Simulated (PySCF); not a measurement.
Cartesian coordinates (Å):
```xyz
4

C      0.0000     0.0000    -0.0001
H      1.0311    -0.3551     0.0028
H     -0.8230    -0.7155    -0.0012
H     -0.2081     1.0705    -0.0014
```
Charge 0, spin multiplicity 2.

Question: Estimate the dipole moment, total energy and highest occupied spin orbital that PBE-D3(BJ)/def2-TZVP // r2SCAN-D4/def2-SVP in PySCF returns for this input.

Answer: 
```yaml
dipole_moment: 0.000 e·Å
total_energy: -39.7890 Ha
highest_occupied_spin_orbital: -5.38 eV
```
